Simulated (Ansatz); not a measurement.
Species: formamide, CH3NO, charge 0, multiplicity 1. SMILES: C(N)=O
Geometry from a B3LYP-D3(BJ)/def2-TZVP (Ansatz, a program for electronic structure) optimisation:
```
C
O 1 1.2093
N 1 1.3564 2 124.95
H 3 1.0045 1 121.30 2 180.00
H 3 1.0072 4 119.31 1 180.00
H 1 1.1056 2 122.73 3 180.00
```

Wanted: enthalpy of formation at 298 K, in kcal/mol. Conventions: six Cartesian d functions in 6-31G* and its kin unless marked 5d; dispersion terms only where a functional's name holds one; no spin-orbit coupling; LANL2DZ all-electron up to Ne; UHF or UKS for open shells; frozen cores in correlated levels; non-relativistic; 6-311+G** with 5d. CBS(X,Y): correlation extrapolated as X^-3; Hartree-Fock from the larger set. The bracket is a focal-point correction in the basis named. Ab initio and DFT rows: single points at B3LYP-D3(BJ) geometries (Ansatz), with unscaled harmonic terms from B3LYP/6-31G* at its own minima, enthalpies of formation by atomisation with measured atoms.

Measured values: CRC Handbook, as tabulated in the package chemicals; they hold spin-orbit and core effects, anharmonicity and other conformers. 

Value to compare with, the measured value: -46.3 kcal/mol.

```json
[
 {"level": "B3LYP/STO-3G", "program": "Ansatz", "enthalpy of formation at 298 K (kcal/mol)": "-49.2", "error": "-2.9"},
 {"level": "B3LYP/3-21G", "program": "Ansatz", "enthalpy of formation at 298 K (kcal/mol)": "-14.6", "error": "31.7"},
 {"level": "B3LYP/LANL2DZ", "program": "Ansatz", "enthalpy of formation at 298 K (kcal/mol)": "-5.3", "error": "41.0"},
 {"level": "B3LYP/6-31G", "program": "Ansatz", "enthalpy of formation at 298 K (kcal/mol)": "-11.0", "error": "35.3"},
 {"level": "B3LYP/6-31G*", "program": "Ansatz", "enthalpy of formation at 298 K (kcal/mol)": "-40.0", "error": "6.3"},
 {"level": "B3LYP/6-31+G*", "program": "Ansatz", "enthalpy of formation at 298 K (kcal/mol)": "-38.9", "error": "7.4"},
 {"level": "B3LYP/6-31G**", "program": "Ansatz", "enthalpy of formation at 298 K (kcal/mol)": "-45.2", "error": "1.1"},
 {"level": "B3LYP/def2-SVP", "program": "Ansatz", "enthalpy of formation at 298 K (kcal/mol)": "-49.8", "error": "-3.5"},
 {"level": "B3LYP/cc-pVDZ", "program": "Ansatz", "enthalpy of formation at 298 K (kcal/mol)": "-35.4", "error": "10.9"},
 {"level": "B3LYP/6-311+G**", "program": "Ansatz", "enthalpy of formation at 298 K (kcal/mol)": "-42.5", "error": "3.8"},
 {"level": "B3LYP/def2-TZVPD", "program": "Ansatz", "enthalpy of formation at 298 K (kcal/mol)": "-46.4", "error": "-0.1"},
 {"level": "RI-MP2/CBS(aug-cc-pVTZ,aug-cc-pVQZ)+[CCSD(T)-MP2]/aug-cc-pVTZ", "program": "Ansatz", "enthalpy of formation at 298 K (kcal/mol)": "-44.7", "error": "1.6"}
]
```

Among the 10 habitual levels, B3LYP/LANL2DZ lies farthest from the measured value (41.0 kcal/mol) and B3LYP/6-31G** nearest (1.1); 8 of 10 lie above it, and their mean absolute error is 14.4 kcal/mol, the median 6.8. One case shows no general order.

The sets are all those run for this method; runs whose electronic state is in doubt are left out.
